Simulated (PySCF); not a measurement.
Species: C₃H₂FNS.
SMILES: `N#CC(=S)CF`

Computed with EOM-IP-CCSD/aug-cc-pVDZ in PySCF, restricted Hartree–Fock reference, frozen core, non-relativistic, gas phase, PBE0-D3(BJ)/def2-SVP geometry.

Hartree–Fock orbital energies give these Koopmans values (eV): HOMO 10.76, HOMO-1 11.48, HOMO-2 13.45, HOMO-3 14.39, HOMO-4 15.91, HOMO-5 16.04, HOMO-6 16.19, HOMO-7 17.12.

Task: What vertical ionisation energies does EOM-IP-CCSD give?

Result: 
```tsv
leading hole (HF orbital)	Koopmans (eV)	EOM-IP-CCSD (eV)	change (eV)	one-hole share
HOMO	10.76	9.99	-0.77	0.95
HOMO-1	11.48	11.52	+0.04	0.95
HOMO-2	13.45	12.89	-0.56	0.95
HOMO-5	16.04	13.51	-2.53	0.92
HOMO-3	14.39	13.65	-0.74	0.94
HOMO-4	15.91	14.20	-1.71	0.94
HOMO-6	16.19	14.61	-1.58	0.93
HOMO-7	17.12	15.35	-1.77	0.93
```

Task: Does the order of the lines follow the orbital energies?

Result: No: the HOMO-5 hole (13.51 eV) falls below the HOMO-3 hole (13.65 eV); the HOMO-5 hole (13.51 eV) falls below the HOMO-4 hole (14.20 eV). The corrections run from -2.53 to +0.04 eV, with a mean of -1.20 eV over the 8 lines; EOM-IP-CCSD lies above the Koopmans value for HOMO-1.

Task: At what kinetic energies would He I light (21.22 eV) eject these electrons?

Result: 11.23 eV (HOMO), 9.70 eV (HOMO-1), 8.33 eV (HOMO-2), 7.71 eV (HOMO-5), 7.57 eV (HOMO-3), 7.02 eV (HOMO-4), 6.61 eV (HOMO-6), 5.87 eV (HOMO-7).

Lines less than 0.15 eV apart could change places at a higher level. One root was sought for each valence orbital with −ε under 21 eV, eight at most, so deeper holes and satellites are missing; no vibrational structure.

Conformer computed: `[N:1]#[C:2][C:3](=[S:4])[CH2:5][F:6]`: C2–C3–C5–F6 1°.

One conformer stands for the species.
